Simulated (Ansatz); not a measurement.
Geometry optimisation, RKS r2SCAN-D4/def2-SVP (Ansatz).

Input:

```yaml
crystal:
  periodic: [false, false, false]
  atoms:
    - { symbol: "N", position_ang: [-0.3553, 1.3652, -0.5425] }
    - { symbol: C, position_ang: [-0.2442, 0.4469, 0.5356] }
    - { symbol: C, position_ang: [0.8325, -0.5751, 0.2477] }
    - { symbol: S, position_ang: [2.46344, 0.08352, -0.08899] }
    - { symbol: H, position_ang: [-0.5127, 0.8926, -1.4504] }
    - { symbol: H, position_ang: [-1.261, 1.9594, -0.4194] }
    - { symbol: H, position_ang: [0.0334, 1.0059, 1.4524] }
    - { symbol: H, position_ang: [-1.1545, -0.0445, 0.7119] }
    - { symbol: H, position_ang: [0.91141, -1.29709, 1.10787] }
    - { symbol: H, position_ang: [0.51223, -1.23093, -0.61446] }
    - { symbol: H, position_ang: [2.03644, 0.79674, -1.24552] }
basis:
  gaussian: { orbitals: def2-SVP }
hamiltonian:
  xc: r2scan
  dispersion: d4
relax:
  f_tol: 0.015
  max_steps: 40
```

Launched with:

```bash
$ ansatz run input.yaml --threads 2 --pin off --max-ram 3072MiB --backend cpu --events-out ev --progress --plain --runs-dir out
```

**Question.** Where does it end, and by what steps?

**Answer.** It converged. After 8 steps the energy has fallen by 0.417 eV; H11 moved furthest, 0.42 Å.

```csv
step,energy less start (eV),largest force component (eV/Å),accepted
0,0.0000,2.392,yes
1,-0.3202,1.038,yes
2,-0.3930,0.265,yes
3,-0.3988,0.311,yes
4,-0.4131,0.178,yes
5,-0.4136,0.225,yes
6,-0.4168,0.038,yes
7,-0.4171,0.026,yes
8,-0.4171,0.006,yes
```

```xyz
11
Properties=species:S:1:pos:R:3
N -0.372 1.282 -0.687
C -0.225 0.418 0.476
C 0.830 -0.653 0.222
S 2.476 0.060 -0.128
H -0.878 0.799 -1.430
H -0.913 2.114 -0.458
H 0.101 1.039 1.328
H -1.165 -0.091 0.785
H 0.944 -1.294 1.110
H 0.517 -1.306 -0.613
H 1.947 1.035 -0.910
```

Whether the end is a true minimum wasn't checked by a vibrational analysis.

Time of the run: 30 s on 2 threads of Arm Neoverse V2, on a shared host, peak memory 0.15 GiB.
